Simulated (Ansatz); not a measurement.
Relaxation of C2H5F2NO (11 atoms, charge 0, multiplicity 1), to a largest force component of 0.015 eV/Å in at most 40 steps.

All numbers below come from RKS PBE0/def2-SVP (Ansatz).

```xyz
11
Properties=species:S:1:pos:R:3:forces:R:3
N 0.488 -1.348 -0.458 -1.28 3.70 -1.23
C 0.544 -0.117 0.410 0.34 -0.80 0.46
C -0.554 0.964 0.118 2.80 -0.46 0.43
O -1.750 0.439 0.207 -2.25 -0.25 0.36
F -0.362 1.458 -1.131 0.17 0.34 0.11
F -0.425 2.000 1.007 -0.30 -1.04 -0.94
H -0.424 -1.292 -0.958 1.02 -0.54 0.02
H 0.454 -2.141 0.101 -0.16 -1.91 1.40
H 0.453 -0.436 1.490 -0.16 0.56 -0.72
H 1.546 0.327 0.321 -0.07 0.26 -0.11
H -1.753 -0.401 -0.272 -0.11 0.14 0.22
```

**Question.** Where does it end, and by what steps?

**Answer.** The run converged. After 11 steps the energy has fallen by 0.615 eV; H7 moved furthest, 0.89 Å.

```csv
step,energy less start (eV),largest force component (eV/Å),accepted
0,0.0000,3.703,yes
1,-0.3320,1.385,yes
2,-0.4232,1.056,yes
3,-0.4795,1.203,yes
4,-0.5857,0.297,yes
5,-0.5855,0.658,no
6,-0.6074,0.219,yes
7,-0.6139,0.082,yes
8,-0.6150,0.048,yes
9,-0.6153,0.024,yes
10,-0.6154,0.022,yes
11,-0.6154,0.010,yes
```

```xyz
11
Properties=species:S:1:pos:R:3
N 0.478 -1.352 -0.310
C 0.569 -0.122 0.428
C -0.551 0.874 0.162
O -1.800 0.394 0.390
F -0.451 1.291 -1.136
F -0.399 1.960 0.930
H 0.386 -1.203 -1.311
H -0.248 -1.982 0.019
H 0.573 -0.333 1.509
H 1.517 0.390 0.197
H -1.860 -0.466 -0.044
```

Whether the end is a true minimum wasn't checked by a vibrational analysis.

Run time: 39 s on 2 threads of Arm Neoverse V1 (shared host), peak memory 0.24 GiB.
